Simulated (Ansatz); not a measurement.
**Elastic constant C11 of hcp Lu at several levels of theory**

No measured value is used here.

```csv
level (code),value (GPa),cell (Å³/atom)
LDA (Ansatz),105,25.99
PBE (Ansatz),91.3,29.09
PBEsol (Ansatz),99.1,27.48
HSE06 (Ansatz),___,30.54
```

Problem. Fill in the missing entries.

Solution. 
- HSE06 (Ansatz, a quantum-chemistry and plane-wave program), value (GPa): 82.5

Density-functional levels without +SOC have no spin–orbit coupling. HSE06: hybrids on metals are sensitive to the k mesh. Each level is taken at its own relaxed cell. K meshes differ between the levels. Ansatz's density-functional and Hartree–Fock values are scalar-relativistic unless marked +SOC, with PAW data made under PBE.
